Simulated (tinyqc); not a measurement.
Worked calculation: ROHF in the sto-3g basis, for OH+, spin multiplicity 3. This run ends on a higher stationary point, not on the lowest solution. One step of it, computed by the program tinyqc.

Question. Iteration 23 (converged): orbitals. Diagonalise F' = X^T F X, C = X C', fill 5 alpha and 3 beta electrons from the bottom; D(s) = C_occ C_occ^T. Each column has its largest component positive (the first on a tie).

converged F (hartree), order 1O 1s, 1O 2s, 1O 2px, 1O 2py, 1O 2pz, 2H 1s:
$$\begin{pmatrix}
-20.799840 & -5.282000 & 0.000000 & 0.000000 & -0.004754 & -0.190538 \\
-5.282000 & -2.778790 & 0.000003 & -0.000001 & -0.068809 & -0.300008 \\
0.000000 & 0.000003 & -0.786850 & 0.102201 & -0.000018 & -0.000015 \\
0.000000 & -0.000001 & 0.102201 & -0.538734 & 0.000006 & 0.000005 \\
-0.004754 & -0.068809 & -0.000018 & 0.000006 & -0.517227 & -0.186241 \\
-0.190538 & -0.300008 & -0.000015 & 0.000005 & -0.186241 & -0.414977
\end{pmatrix}$$

X, order 1O 1s, 1O 2s, 1O 2px, 1O 2py, 1O 2pz, 2H 1s:
$$\begin{pmatrix}
-0.701299 & 0.402815 & 0.000000 & 0.000000 & -0.355846 & 0.528291 \\
0.807870 & -0.168626 & 0.000000 & 0.000000 & -0.177325 & 0.601952 \\
0.000000 & 0.000000 & 0.894899 & 0.446269 & 0.000000 & 0.000000 \\
0.000000 & 0.000000 & -0.446269 & 0.894899 & 0.000000 & 0.000000 \\
0.198321 & 0.718077 & 0.000000 & 0.000000 & 0.660859 & 0.155843 \\
-0.426172 & -0.648359 & 0.000000 & 0.000000 & 0.556959 & 0.344264
\end{pmatrix}$$

Give: F' = X^T F X; orbital energies; coefficients C; D(alpha) after iteration 23; D(beta) after iteration 23.

Answer.

F' = X^T F X (hartree):
$$\begin{pmatrix}
-6.0505 & 3.8495 & 0.0000 & 0.0000 & -4.0123 & 6.4404 \\
3.8495 & -2.9563 & 0.0000 & 0.0000 & 2.7918 & -4.8036 \\
0.0000 & 0.0000 & -0.8191 & -0.0376 & 0.0000 & 0.0000 \\
0.0000 & 0.0000 & -0.0376 & -0.5065 & 0.0000 & 0.0000 \\
-4.0123 & 2.7918 & 0.0000 & 0.0000 & -3.7263 & 5.4998 \\
6.4404 & -4.8036 & 0.0000 & 0.0000 & 5.4998 & -10.4604
\end{pmatrix}$$

orbital energies (hartree): MO1 -20.8069, MO2 -1.5322, MO3 -0.8235, MO4 -0.5663, MO5 -0.5021, MO6 -0.2882

coefficients C, order 1O 1s, 1O 2s, 1O 2px, 1O 2py, 1O 2pz, 2H 1s:
$$\begin{pmatrix}
0.9951 & -0.2599 & 0.0000 & 0.0350 & 0.0000 & 0.0269 \\
0.0199 & 1.0156 & 0.0000 & -0.1545 & 0.0000 & -0.1381 \\
0.0000 & 0.0000 & 0.9412 & -0.0001 & 0.3378 & 0.0000 \\
0.0000 & 0.0000 & -0.3378 & 0.0000 & 0.9412 & 0.0000 \\
0.0005 & 0.0673 & 0.0001 & 0.8378 & 0.0000 & -0.5563 \\
-0.0013 & 0.0670 & 0.0000 & 0.4455 & 0.0000 & 0.9098
\end{pmatrix}$$

D(alpha) after iteration 23, order 1O 1s, 1O 2s, 1O 2px, 1O 2py, 1O 2pz, 2H 1s:
$$\begin{pmatrix}
1.0591 & -0.2497 & 0.0000 & 0.0000 & 0.0123 & -0.0031 \\
-0.2497 & 1.0558 & 0.0000 & 0.0000 & -0.0611 & -0.0008 \\
0.0000 & 0.0000 & 1.0000 & 0.0000 & 0.0000 & 0.0000 \\
0.0000 & 0.0000 & 0.0000 & 1.0000 & 0.0000 & 0.0000 \\
0.0123 & -0.0611 & 0.0000 & 0.0000 & 0.7065 & 0.3778 \\
-0.0031 & -0.0008 & 0.0000 & 0.0000 & 0.3778 & 0.2030
\end{pmatrix}$$

D(beta) after iteration 23, order 1O 1s, 1O 2s, 1O 2px, 1O 2py, 1O 2pz, 2H 1s:
$$\begin{pmatrix}
1.0578 & -0.2443 & 0.0000 & 0.0000 & -0.0171 & -0.0187 \\
-0.2443 & 1.0319 & 0.0000 & 0.0000 & 0.0684 & 0.0680 \\
0.0000 & 0.0000 & 0.8859 & -0.3179 & 0.0001 & 0.0000 \\
0.0000 & 0.0000 & -0.3179 & 0.1141 & 0.0000 & 0.0000 \\
-0.0171 & 0.0684 & 0.0001 & 0.0000 & 0.0045 & 0.0045 \\
-0.0187 & 0.0680 & 0.0000 & 0.0000 & 0.0045 & 0.0045
\end{pmatrix}$$
